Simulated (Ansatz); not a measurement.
Input file:

```yaml
crystal:
  periodic: [false, false, false]
  atoms:
    - {symbol: Co, position_ang: [0.000000, 0.000000, 0.000000]}
    - {symbol: N, position_ang: [0.000000, 0.000000, 1.662400]}
basis:
  gaussian: {orbitals: 6-31G}
magnetization: {spin_polarized: false}
correlation: {method: mp2, electrons: outside_noble_gas}
scf: {lower_state_search: full}
output: {forces: true}
```

```sh
$ ansatz run in.yaml --threads 1 --pin off --events-out ev --progress --plain --max-ram 2393MiB
```

Log:

```
410 factors; integrals over basis functions are off by at most 4.1e-4 eV
mean field evaluation 1: about -39035.5656 eV, gradient 1.1e2 eV
mean field evaluation 2: about -39035.6822 eV, gradient 1.1e2 eV
mean field evaluation 4: about -39033.3786 eV, gradient 1.2e2 eV
mean field evaluation 8: about -39052.6118 eV, gradient 1.4e1 eV
mean field evaluation 16: about -39053.7165 eV, gradient 6.0e-2 eV
mean field evaluation 32: about -39055.2568 eV, gradient 1.1e0 eV
mean field evaluation 64: about -39055.5206 eV, gradient 8.1e-1 eV
mean field evaluation 96: about -39055.5367 eV, gradient 9.4e-5 eV
mean field evaluation 128: about -39055.4291 eV, gradient 2.8e0 eV
mean field evaluation 160: about -39054.5426 eV, gradient 1.7e1 eV
mean field evaluation 192: about -39055.5422 eV, gradient 4.0e-1 eV
mean field evaluation 224: about -39052.6144 eV, gradient 1.6e1 eV
mean field evaluation 256: about -39055.5057 eV, gradient 2.0e-1 eV
mean field evaluation 288: about -39050.1880 eV, gradient 3.2e1 eV
mean field evaluation 320: about -39053.7381 eV, gradient 3.6e0 eV
mean field evaluation 352: about -39055.5059 eV, gradient 3.5e-6 eV
mean field -39055.53671466 eV, -1435.2645014701 hartree, gradient 2.1e-6 eV, S^2 0.000000; 19 other end points of the search recorded, 0 dependent functions left out; unrestricted orbitals would lower it
mean field evaluation 384: about -39055.5716 eV, gradient 1.3e1 eV
mean field evaluation 416: about -39059.6516 eV, gradient 1.1e-3 eV
unrestricted determinant -39059.65162179 eV, -1435.4157215179 hartree, S^2 2.7725
10 core orbitals not correlated: weight in the atoms' cores, before any rotation towards them, 0.999 or more for the frozen orbitals, at most 0.000 for the correlated occupied ones
reference -39055.53671466 eV, -1435.2645014701 hartree; 7, 7 occupied and 21, 21 virtual orbitals, 410 factors
second order -7.90727484 eV of doubles, -0.00000000 eV of singles
the calculation of the forces begins
Total energy: -39063.44398950 eV, -1435.5550884608 hartree
Atom 0 at     0.000000     0.000000     0.000000 Å, force     0.000000     0.000000     1.562711 eV/Å
Atom 1 at     0.000000     0.000000     1.662400 Å, force    -0.000000    -0.000000    -1.562711 eV/Å
Dipole moment:    -0.000000     0.000000    -0.848432 e Å
```

Forces (eV/Å):
```
Co   0.000  0.000  1.563
N    0.000  0.000 -1.563
```

Ran on 1 thread of Intel Xeon 6975P-C, shared host: 2.2 s wall, 0.1 GiB peak host memory.
